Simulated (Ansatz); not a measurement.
Consider the ligand exchange at the Si–O bond: `O[Si]O` + H₂S → `O[Si]S` + H₂O.

Gas-phase electronic energies from Ansatz, PBE0-D4/def2-TZVP geometries. CCSD(T)/CBS is extrapolated from def2-TZVPP and def2-QZVPP, frozen cores. DFT in def2-TZVPP. Each species was taken in one conformer, which may not be the lowest.

```tsv
level	ΔE (eV)
LDA (SPW92)	0.53
PBE-D4	0.44
r2SCANh-D4	0.55
r2SCAN0-D4	0.56
r2SCAN	0.55
MP2/def2-SVP	0.63
CCSD/def2-TZVPP	0.63
CCSD/def2-QZVPP	0.62
```

Task: What does CCSD(T)/CBS give? (Best estimate.)

Result: Computed: +0.56 eV. The listed levels differ from it by -0.03, -0.12, -0.01, 0.00, -0.01, 0.07, 0.07, 0.06 eV.

Largest T1 diagnostic among the species: 0.015.

From BLYP to BHLYP (50 % exact exchange), in def2-TZVPP and without D4, ΔE moves by +0.08 eV. Leaving LDA and LC-ωPBE aside and taking each functional with its dispersion term where it has one, the values, not all of them listed here, spread over 0.26 eV, from revPBE-D4 to CAM-B3LYP-D4. LDA lies +0.07 eV from PBE without D4.
